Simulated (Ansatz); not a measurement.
Input file:

```yaml
crystal:
  periodic: [false, false, false]
  atoms:
    - {symbol: F, position_ang: [0.000000, 0.000000, 1.810100]}
    - {symbol: S, position_ang: [0.000000, 0.000000, 0.070000]}
    - {symbol: S, position_ang: [0.000000, 0.000000, -1.880100]}
basis:
  gaussian: {orbitals: def2-mTZVP}
magnetization: {spin_polarized: true, initial_magnetization: 3}
correlation: {method: mp2, electrons: outside_noble_gas}
```

```sh
$ ansatz run in.yaml --threads 1 --pin off --events-out ev --progress --plain --max-ram 2393MiB
```

**Question.** Roughly how long does this take on 1 thread of Arm Neoverse V1, shared host, and how much host memory?

**Answer.** 1.9 s wall and 0.17 GiB.

```
532 factors; integrals over basis functions are off by at most 1.3e-3 eV
mean field evaluation 1: about -24336.7982 eV, gradient 1.7e1 eV
mean field evaluation 2: about -24336.8087 eV, gradient 1.7e1 eV
mean field evaluation 4: about -24338.3210 eV, gradient 2.7e0 eV
mean field evaluation 8: about -24338.4347 eV, gradient 2.6e-1 eV
mean field evaluation 16: about -24337.5689 eV, gradient 4.8e0 eV
mean field evaluation 32: about -24338.4097 eV, gradient 1.1e0 eV
mean field -24338.43784431 eV, -894.4210935927 hartree, gradient 1.4e-6 eV, S^2 3.821482; 7 other end points of the search recorded, 0 dependent functions left out
11 core orbitals not correlated: weight in the atoms' cores, before any rotation towards them, 1.000 or more for the frozen orbitals, at most 0.000 for the correlated occupied ones
reference -24338.43784431 eV, -894.4210935927 hartree; 11, 8 occupied and 41, 44 virtual orbitals, 532 factors
second order -11.99080213 eV of doubles, -0.00000000 eV of singles
Total energy: -24350.42864644 eV, -894.8617474434 hartree
```
